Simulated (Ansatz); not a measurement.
C$_{2}$HO$_{2}$ (SMILES O=[C-]C=O), charge -1, singlet, at a GFN2-xTB geometry (a gas-phase anion, which may not be bound at this level); BLYP/6-311G** (Ansatz, an electronic-structure program).

Ansatz was given this input:
Ansatz 0.2 input:
```yaml
crystal:
  periodic: [false, false, false]
  atoms:
    - {symbol: C, position_ang: [0.31713830, 0.54782505, -0.19540831]}
    - {symbol: C, position_ang: [-0.03599745, -0.70869134, 0.06198081]}
    - {symbol: O, position_ang: [0.81236598, 1.62949696, 0.08359265]}
    - {symbol: O, position_ang: [-1.13968581, -1.34581562, 0.02327185]}
    - {symbol: H, position_ang: [0.93171368, -1.30425298, -0.05435090]}
basis:
  gaussian:
    orbitals: 6-311G__.json
hamiltonian:
  xc: blyp
total_charge: -1
```
The basis file holds 6-311G** in the JSON format of the Basis Set Exchange.

What the program printed (banner, timings and long lists left out):

```
Functional definition: BLYP
658 factors; their error is unknown
mean field evaluation 1: about -6180.5996 eV, gradient 3.5e1 eV
mean field evaluation 2: about -6101.1126 eV, gradient 1.6e2 eV
mean field evaluation 4: about -6183.1709 eV, gradient 9.1e0 eV
mean field evaluation 8: about -6183.3227 eV, gradient 1.7e-1 eV
mean field evaluation 16: about -6183.2826 eV, gradient 1.5e-4 eV
mean field -6183.28262491 eV, -227.2314452859 hartree, gradient 1.4e-5 eV, S^2 0.000000; 1 other end points of the search recorded, 0 dependent functions left out
reference -6183.28283797 eV, -227.2314531158 hartree; 15, 15 occupied and 63, 63 virtual orbitals, 658 factors
Total energy: -6183.28283797 eV, -227.2314531158 hartree
```
